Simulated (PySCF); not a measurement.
# How methods differ on the ionisation energy of C

C [He] 2s2 2p2 (3P) → C⁺ [He] 2s2 2p1 (2P), as a difference of total energies. Calculation: PySCF 2.14, in x2c-TZVPPall; the spin-free X2C one-electron Hamiltonian (Gaussian nucleus). Correlated levels: valence: 1s2 frozen; valence and next inner shell: nothing frozen. The calculations carry no spin-orbit coupling.

Task: Order these methods by the ionisation energy they give, lowest first.
A. SCS-MP2 (valence)
B. PBE
C. r2SCAN
D. M06

Result: A (11.111 eV), D (11.319 eV), B (11.528 eV), C (11.661 eV).

Errors of the correlated levels include the incompleteness of this basis and the frozen core.

For comparison: 11.262 eV (measured; NIST levels, between the centres of gravity of the two terms).
